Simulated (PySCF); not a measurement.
**Deuteron quadrupole couplings in 1,4-cyclohexadiene**

Species: 1,4-cyclohexadiene, C6H8.
Numbering: `[CH:1]1=[CH:2][CH2:3][CH:4]=[CH:5][CH2:6]1` (hydrogens: H7 on C1; H8 on C2; H9, H10 on C3; H11 on C4; H12 on C5; H13, H14 on C6)

Structure used (PBE0-D3(BJ)/def2-SVP), in Å, numbered top down from 1:
```
atom  x, y, z in Å
C1    -0.357    1.360   -0.178
C2     0.940    1.044   -0.169
C3     1.452   -0.352    0.010
C4     0.357   -1.360    0.178
C5    -0.940   -1.044    0.169
C6    -1.452    0.352   -0.010
H7    -0.657    2.404   -0.315
H8     1.687    1.835   -0.299
H9     2.138   -0.393    0.879
H10    2.091   -0.631   -0.851
H11    0.657   -2.404    0.315
H12   -1.687   -1.835    0.299
H13   -2.091    0.631    0.851
H14   -2.138    0.393   -0.879
```

Level: PBE0/pcSseg-1 (PySCF, non-relativistic); Q(2H) = 0.00286 b; rigid geometry, the same for H and D, with no vibrational averaging.

What are Vzz, η and χzz (234.96 MHz × Q × Vzz) at all hydrogens?

```json
{"atom": "H7", "bonded to": "C1", "bond length (Å)": "1.095", "Vzz (au)": "0.3022", "η": "0.07", "χzz (kHz)": "203"}
{"atom": "H8", "bonded to": "C2", "bond length (Å)": "1.095", "Vzz (au)": "0.3023", "η": "0.07", "χzz (kHz)": "203"}
{"atom": "H9", "bonded to": "C3", "bond length (Å)": "1.108", "Vzz (au)": "0.2781", "η": "0.04", "χzz (kHz)": "187"}
{"atom": "H10", "bonded to": "C3", "bond length (Å)": "1.108", "Vzz (au)": "0.2781", "η": "0.04", "χzz (kHz)": "187"}
{"atom": "H11", "bonded to": "C4", "bond length (Å)": "1.095", "Vzz (au)": "0.3022", "η": "0.07", "χzz (kHz)": "203"}
{"atom": "H12", "bonded to": "C5", "bond length (Å)": "1.095", "Vzz (au)": "0.3023", "η": "0.07", "χzz (kHz)": "203"}
{"atom": "H13", "bonded to": "C6", "bond length (Å)": "1.108", "Vzz (au)": "0.2781", "η": "0.04", "χzz (kHz)": "187"}
{"atom": "H14", "bonded to": "C6", "bond length (Å)": "1.108", "Vzz (au)": "0.2781", "η": "0.04", "χzz (kHz)": "187"}
```

Isolated species at its PBE0-D3(BJ)/def2-SVP geometry, gas phase. A larger basis could move these couplings by a tenth or more.
